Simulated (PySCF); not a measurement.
Mapped SMILES: `[O:1]=[C:2]([OH:3])[CH:4]([F:5])[F:6]`. Hydrogens are named by the atom that carries them.

Method: PBE0-D3(BJ)/def2-TZVP geometry, shieldings: GIAO B97-2/pcSseg-2, in PySCF 2.14 (equivalent nuclei averaged, single conformer, no solvent, no relativistic terms).

Chemical shifts δ = σref − σ; TMS for ¹³C and ¹H; ¹⁷O vs H2O; ¹⁹F vs CFCl3, all at this level.

| atoms | nucleus | count | δ (ppm) |
| --- | --- | --- | --- |
| F5/F6 | ¹⁹F | 2 | ? |
| C2 | ¹³C | 1 | 170.0 |
| H(C4) | ¹H | 1 | 6.00 |
| C4 | ¹³C | 1 | 113.9 |
| O3 | ¹⁷O | 1 | 195.3 |
| O1 | ¹⁷O | 1 | ? |
| H(O3) | ¹H | 1 | 6.33 |

Task: Complete the table.

Result: 
- O1: 419.0 ppm, carbonyl oxygen
- F5/F6: -141.1 ppm, fluorine of a CF2 group

The OH or NH signal is concentration- and solvent-dependent in practice; the value given is the gas-phase one. Shifts are as computed. Against solution values, carbons near 30 ppm lie about +3 ppm off and those near 130 ppm about +7 ppm. Of 1211 compounds with measured shifts, 218 miss one by over three times the rms of a fit or turn the order of signals round; such compounds aren't used in these exercises. In solution the two oxygens of a carboxylic acid exchange roles by proton transfer and give one 17O line. Hydrogen bonding in solution shields acid and N–H amide carbonyl oxygens by tens of ppm. The C=O carbon of an acid or of an amide with N–H lies up to 10 ppm further downfield in solution, through hydrogen bonding that the calculation lacks. Unscaled 19F shifts against computed CFCl3 carry errors that often reach 10 to 50 ppm. Unscaled 17O shifts of doubly bonded oxygen tend to come out too high, by tens of ppm or more. Experimental scales use liquid or dissolved standards, which lie at an offset from isolated H2O (liquid H2O: subtract about 36 ppm).
